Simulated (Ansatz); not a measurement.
# C6H5 radical: energies up the ladder

An exercise on one series of results from a longer session: the logs are not shown, and one member is left open.

Method: the levels named in each step, in Ansatz 0.2.0.

## Starting point

Bond lengths: C1–C2 1.362 Å, C2–C3 1.394 Å, C3–C4 1.385 Å, C4–C5 1.383 Å, C1–C6 1.364 Å, C5–C6 1.394 Å, C2–H7 1.080 Å, C3–H8 1.081 Å, C4–H9 1.081 Å, C5–H10 1.081 Å, C6–H11 1.080 Å. Angles (14 of 16 angles, heavy atoms first): C1–C2–C3 117.3°, C2–C1–C6 125.0°, C2–C3–C4 119.8°, C3–C4–C5 120.8°, C4–C5–C6 119.9°, C1–C6–C5 117.2°, C1–C2–H7 122.2°, C3–C2–H7 120.5°, C2–C3–H8 119.6°, C4–C3–H8 120.6°, C3–C4–H9 119.6°, C5–C4–H9 119.6°, C4–C5–H10 120.5°, C6–C5–H10 119.6°.

Coordinates:

```xyz
11

C    -1.3250    0.3344    0.0222
C    -0.4199    1.3527    0.0184
C     0.9304    1.0068   -0.0051
C     1.2990   -0.3278   -0.0233
C     0.3429   -1.3272   -0.0169
C    -1.0102   -0.9928    0.0064
H    -0.7198    2.3897    0.0326
H     1.6807    1.7847   -0.0104
H     2.3469   -0.5925   -0.0437
H     0.6357   -2.3675   -0.0296
H    -1.7654   -1.7644    0.0104
```

Set-up of the first run:

input.yaml reads:

```yaml
crystal:
  periodic: [false, false, false]
  atoms:
    - { symbol: C, position_ang: [-1.32502, 0.33443, 0.02219] }
    - { symbol: C, position_ang: [-0.4199, 1.35266, 0.01837] }
    - { symbol: C, position_ang: [0.9304, 1.00682, -0.00511] }
    - { symbol: C, position_ang: [1.29898, -0.32782, -0.02326] }
    - { symbol: C, position_ang: [0.34295, -1.3272, -0.01691] }
    - { symbol: C, position_ang: [-1.01024, -0.99283, 0.00636] }
    - { symbol: H, position_ang: [-0.71978, 2.38972, 0.03259] }
    - { symbol: H, position_ang: [1.68073, 1.7847, -0.01044] }
    - { symbol: H, position_ang: [2.34688, -0.59249, -0.0437] }
    - { symbol: H, position_ang: [0.63569, -2.36752, -0.02962] }
    - { symbol: H, position_ang: [-1.76537, -1.76444, 0.01039] }
magnetization:
  spin_polarized: true
  initial_magnetization: 1
basis:
  gaussian: { orbitals: def2-SVPD }
hamiltonian:
  xc: pbe
  dispersion: d4
relax:
  f_tol: 0.03
  max_steps: 200
```

Command:

```bash
> ansatz run input.yaml --threads 8 --pin off --max-ram 22528MiB --backend cpu --events-out ev --progress --plain --runs-dir out
```

Among the steps run: A rough first relaxation, PBE-D4/def2-SVPD; Relaxation, PBE0-D4/def2-TZVPPD; Frequencies, PBE0-D4/def2-TZVPPD; Single point, PBE-D4/def2-TZVPPD; Single point, r2SCAN-D4/def2-TZVPPD; Single point, B3LYP-D4/def2-TZVPPD; Single point, wB97M-V/def2-TZVPPD; Single point, B2PLYP/def2-TZVPPD; Single point, LDA/def2-TZVPPD; Single point, PBE0-D4/def2-SVPD; Single point, PBE-D4/def2-SVPD; The anion of multiplicity 1 at the same geometry, PBE0-D4/def2-TZVPPD; The anion of multiplicity 1 at the same geometry, PBE-D4/def2-TZVPPD; The anion of multiplicity 1 at the same geometry, r2SCAN-D4/def2-TZVPPD; The anion of multiplicity 1 at the same geometry, B3LYP-D4/def2-TZVPPD; The anion of multiplicity 1 at the same geometry, wB97M-V/def2-TZVPPD; The anion of multiplicity 1 at the same geometry, B2PLYP/def2-TZVPPD.

One of the session's tables, all rows but one given; the rest of the session is left out.

It belongs to the step «Vertical electron affinity». 

```
                level  vertical electron affinity (eV)
   PBE-D4/def2-TZVPPD                                ?
r2SCAN-D4/def2-TZVPPD                            0.367
 B3LYP-D4/def2-TZVPPD                            0.660
  wB97M-V/def2-TZVPPD                            0.624
   B2PLYP/def2-TZVPPD                            0.558
```

**Question.** Estimate the row for PBE-D4/def2-TZVPPD.

As computed: vertical electron affinity (eV): 0.606. In the column «vertical electron affinity (eV)» it lies between B2PLYP/def2-TZVPPD (0.558) and wB97M-V/def2-TZVPPD (0.624).
